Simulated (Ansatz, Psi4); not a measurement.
**S2O (Disulfur monoxide): the vertical ionisation energy from total energies**

S2O has 3 atoms, charge 0, and is taken as a singlet. SMILES: `O=S=S`. The coordinates come from a PBE0-D4/def2-TZVP relaxation.

```xyz
3

O     0.4516    1.2040    0.4932
S     0.5291   -0.2055    0.1489
S    -0.9807   -0.9985   -0.6421
```

Both states at this one shape; open shells run unrestricted unless said. 1 Eh = 27.2114 eV.

```tsv
level	program	singlet S2O (Eh)	doublet S2O+ (Eh)
r2SCAN/STO-3G	Ansatz	-861.563636	-861.324663
B3LYP/6-31G* (Cartesian functions)	Psi4	-871.553213	-871.167931
wB97X/STO-3G	Ansatz	-861.571192	-861.332327
CAM-B3LYP/def2-TZVP	Psi4	-871.637620	-871.248949
```

Work out the vertical ionisation energy at each level.


1. r2SCAN/STO-3G: -861.324663 − (-861.563636) = 0.238973 Eh = 6.50 eV.
2. B3LYP/6-31G* (Cartesian functions): -871.167931 − (-871.553213) = 0.385282 Eh = 10.48 eV.
3. wB97X/STO-3G: -861.332327 − (-861.571192) = 0.238865 Eh = 6.50 eV.
4. CAM-B3LYP/def2-TZVP: -871.248949 − (-871.637620) = 0.388671 Eh = 10.58 eV.

No measured value is set beside it here; the levels span 6.50 to 10.58 eV. Minimal sets are far from the basis-set limit. The second state is spin-contaminated at wB97X/STO-3G (⟨S²⟩ = 1.11).
